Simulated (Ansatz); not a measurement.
`CSC(C)(C)C` → CH₃SH + `C=C(C)C`  (alkene loss)

Isolated molecules relaxed with PBE0-D4/def2-TZVP in Ansatz; ΔE leaves out vibrations. CCSD(T)/CBS is the MP2 limit (def2-TZVPP, def2-QZVPP) plus CCSD(T) − MP2 in def2-TZVPP, frozen cores. This one scheme is used for every species. Functionals use def2-TZVPP.

CCSD(T)/CBS gives +98.6 kJ/mol.

Q: Another level gave +79.1 kJ/mol. Which?
A. revPBE-D4/def2-TZVPP
B. BHLYP/def2-TZVPP
C. BLYP/def2-TZVPP
D. PBE/def2-TZVPP

A: D. PBE 79.1, BHLYP 69.5, BLYP 38.5, revPBE-D4 99.4 kJ/mol.

Largest T1 diagnostic among the species: 0.010.

From PBE to PBE0 (25 % exact exchange), in def2-TZVPP and without D4, ΔE moves by +10.6 kJ/mol. In def2-TZVPP, CCSD(T) changes the Hartree–Fock value by +49.2 kJ/mol (the triples alone add +6.0 kJ/mol) and MP2 by +65.7 kJ/mol. Leaving LDA and LC-ωPBE aside and taking each functional with its dispersion term where it has one, the values, not all of them listed here, spread over 33.5 kJ/mol, from BLYP-D4 to PBE-QIDH. LDA lies +53.0 kJ/mol from PBE without D4.
